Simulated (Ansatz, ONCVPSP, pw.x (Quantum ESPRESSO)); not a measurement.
## From atom to crystal: ONCV potential for Mg

- Element: magnesium (Mg)
- Generator: ONCVPSP 4.0.1.1 (patched build)
- Type: optimised norm-conserving Vanderbilt (ONCV)
- Functional: LDA (Perdew-Wang 92)
- Relativity: scalar-relativistic
- Frozen core: [Ne]
- Valence charge: 2
- Reference configuration: 3s2
- Partial waves: 3s: rc 2.75 bohr, ncon 4, nbas 7, qcut 2.4 1/bohr, 1 projector; p scattering state at 0.46 Ha: rc 2.75 bohr, ncon 4, nbas 7, qcut 3.6 1/bohr, 2 projectors, debl 2.7 Ha; d scattering state at 0.39 Ha: rc 2.75 bohr, ncon 4, nbas 7, qcut 3.9 1/bohr, 2 projectors, debl 3.3 Ha
- Local potential: polynomial inside 1.80 bohr (lpopt 5, dvloc0 6 Ha)
- Core correction: polynomial model core, fcfact 0.55

In the p channel the program set the typed energies aside and used 0.050, 2.750 Ha.

Crystal test: fcc Mg in pw.x 7.5, no spin, 13³ k-points, Fermi–Dirac smearing 0.01 Ry, cutoffs 50/200 Ry. The reference is all-electron LAPW (Ansatz 0.2.0) with the same functional, mesh and smearing; V0 and B0 come from Birch–Murnaghan fits to the pressures at five volumes. Errors are pseudo minus all-electron; Δ is the rms difference of the E(V) curves that follow from these fits, minima aligned, over ±6 % about the mean V0. Mesh and smearing are coarse, so the numbers serve the comparison and aren't converged zero-temperature values; the lattice is a test structure that the element need not adopt.

All-electron: a0 = 4.436 Å (V0 = 21.83 Å³/atom), B0 = 38.5 GPa.

Task: How far does the potential miss the all-electron equation of state?

Result: mean pressure error (GPa): -0.50; a0 (Å): 4.417; a0 error (%): -0.44; B0 error (%): +1.1; Δ (meV/atom): 2.4.

```
V (Å³/atom)  P all-electron (GPa)  P pseudo (GPa)
     20.779                  2.10            1.52
     21.326                  0.94            0.41
     21.873                 -0.08           -0.57
     22.420                 -0.97           -1.43
     22.967                 -1.77           -2.19
```

Task: At the middle volume, how do free energy and pressure move when the wave cutoff is lowered (ecutrho kept at four times it)?

Result:

```
cutoff (Ry)  shift of F (meV/atom)  shift of P (GPa)
         22                   +5.7             -0.05
         30                   +1.1             -0.05
         40                   +0.0             +0.00
```

Input at the middle volume:

```
&control
  calculation='scf', prefix='x', pseudo_dir='./', outdir='./tmp', tstress=.true., disk_io='none'
/
&system
  ibrav=0, nat=1, ntyp=1, ecutwfc=50, ecutrho=200, nbnd=8,
  occupations='smearing', smearing='fd', degauss=0.01
/
&electrons
  conv_thr=1e-09, mixing_beta=0.4, electron_maxstep=70
/
ATOMIC_SPECIES
Mg 1.0 Mg.UPF
CELL_PARAMETERS angstrom
  0.00000000 2.21969235 2.21969235
  2.21969235 0.00000000 2.21969235
  2.21969235 2.21969235 0.00000000
ATOMIC_POSITIONS crystal
Mg 0.0000 0.0000 0.0000
K_POINTS automatic
13 13 13 0 0 0
```

```bash
pw.x < Mg.scf.in > Mg.scf.out
```

Lines of the output:

```
Message from routine setup:
     using ibrav=0 with symmetry is DISCOURAGED, use correct ibrav instead
     lattice parameter (alat)  =       5.9321  a.u.
     unit-cell volume          =     147.6063 (a.u.)^3
     number of electrons       =         2.00
     number of Kohn-Sham states=            8
     kinetic-energy cutoff     =      50.0000  Ry
     charge density cutoff     =     200.0000  Ry
     scf convergence threshold =      1.0E-09
     Exchange-correlation= SLA  PW   NOGX NOGC
     number of k points=    84  Fermi-Dirac smearing, width (Ry)=  0.0100
     iteration #  1     ecut=    50.00 Ry     beta= 0.40
     total energy              =      -3.10879084 Ry
     estimated scf accuracy    <       0.00396252 Ry
     iteration #  2     ecut=    50.00 Ry     beta= 0.40
     total energy              =      -3.10824050 Ry
     estimated scf accuracy    <       0.00131524 Ry
     iteration #  3     ecut=    50.00 Ry     beta= 0.40
     total energy              =      -3.10827897 Ry
     estimated scf accuracy    <       0.00000125 Ry
     iteration #  4     ecut=    50.00 Ry     beta= 0.40
     total energy              =      -3.10827970 Ry
     estimated scf accuracy    <       0.00000006 Ry
     iteration #  5     ecut=    50.00 Ry     beta= 0.40
     total energy              =      -3.10827970 Ry
     estimated scf accuracy    <       0.00000001 Ry
     iteration #  6     ecut=    50.00 Ry     beta= 0.40
     the Fermi energy is     3.6693 ev
!    total energy              =      -3.10827970 Ry
     estimated scf accuracy    <          1.6E-11 Ry
     smearing contrib. (-TS)   =      -0.00195920 Ry
     The total energy is F=E-TS. E is the sum of the following terms:
     one-electron contribution =       1.34256267 Ry
     hartree contribution      =       0.00330279 Ry
     xc contribution           =      -2.26611316 Ry
     ewald contribution        =      -2.18607281 Ry
     convergence has been achieved in   6 iterations
          total   stress  (Ry/bohr**3)                   (kbar)     P=       -5.71
     Message from routine punch:
     Nothing written, as per user request (disk_io='none')
```

The run at the middle volume (84 k-points, 6 iterations) took about 14 s on one core of a shared host (Neoverse-N1, 64 threads, 124 GiB, load 57).
